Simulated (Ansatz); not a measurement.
# Worked example: correlation energy of O₂⁺, quartet

Geometry: a point of a stretch scan, not a stationary point.

```xyz
2

O     0.0000    0.0000    0.0000
O     0.0000    0.0000    1.8580
```

Basis 6-31G; Ansatz 0.2.0. Correlated methods freeze the noble-gas cores, which leaves 11 electrons in 16 orbitals. R marks a restricted (for open shells ROHF) determinant.

Full CI is exact within this basis and frozen core; it isn't the basis-set limit.

The cluster runs stand on a determinant 2.73 eV above the lowest RHF solution, chosen by trial CCSD; the correlation energy below is counted from it.

Runs differ by some tens of microhartree through their thresholds and, for an open shell, their frozen cores, so steps under 0.03 kcal/mol mean nothing.

```csv
level,total energy (hartree)
RHF determinant under the cluster runs,-148.918687
RCCSD*,-149.215006
RCCSD(T)*,-149.235157
RCCSDT*,-149.235969
RCCSDT(Q)*,-149.242835
RCCSDTQ*,-149.242036
full CI,-149.242430
```

Problem. What is the correlation energy at full CI, and what share of it do RMP2 and RCCSD(T) recover?

Solution. E(corr) = -149.242430 − (-148.918687) = -0.323743 hartree = -8.809 eV. RCCSD: -0.296319 / -0.323743 = 91.53 %. RCCSD(T): -0.316470 / -0.323743 = 97.75 %.

Problem. By how many kcal/mol does RCCSD(T) miss full CI (1 hartree = 627.509 kcal/mol), and which steps make up the rest?

Solution. -149.235157 − (-149.242430) = 0.007273 hartree = 4.56 kcal/mol. Steps: RCCSDT − RCCSD(T) = -0.51, RCCSDT(Q) − RCCSDT = -4.31, RCCSDTQ − RCCSDT(Q) = 0.50, full CI − RCCSDTQ = -0.25 kcal/mol. With more than one leading determinant such errors change with state and geometry, and needn't cancel in differences.

An asterisk marks runs whose energy the program itself flagged as in doubt.
